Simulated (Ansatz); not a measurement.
```yaml
crystal:
  periodic: [false, false, false]
  atoms:
    - {symbol: B, position_ang: [0.000000, 0.000000, 0.000000]}
    - {symbol: N, position_ang: [0.000000, 0.000000, 1.441500]}
basis:
  gaussian: {orbitals: def2-TZVP}
total_charge: 1
magnetization: {spin_polarized: true, initial_magnetization: 3}
hamiltonian: {xc: pbe0}
relax: {f_tol: 0.004, max_steps: 80}
```

```sh
$ ansatz run in.yaml --threads 1 --pin off --events-out ev --progress --plain --max-ram 2176MiB
```

Steps of the relaxation (energy above the last step; positions in Å, forces in eV/Å):

```
2
step 1, 0.6 meV
B     0.000    0.000    0.000    0.000    0.000    0.195
N     0.000    0.000    1.442    0.000    0.000   -0.195
```

```
2
step 2, 0.1 meV
B     0.000    0.000    0.002    0.000    0.000    0.089
N     0.000    0.000    1.440    0.000    0.000   -0.089
```

```
2
step 3, 0.0 meV
B     0.000    0.000    0.003    0.000    0.000   -0.002
N     0.000    0.000    1.438    0.000    0.000    0.002
```

Close pairs at the end: B1–N2 1.435 Å.

A stationary point of unrestricted PBE0 after 3 steps, with ⟨S²⟩ = 3.753 against 3.75 for a pure state. 2.4 s on 1 thread of AMD EPYC 7R43, shared host.
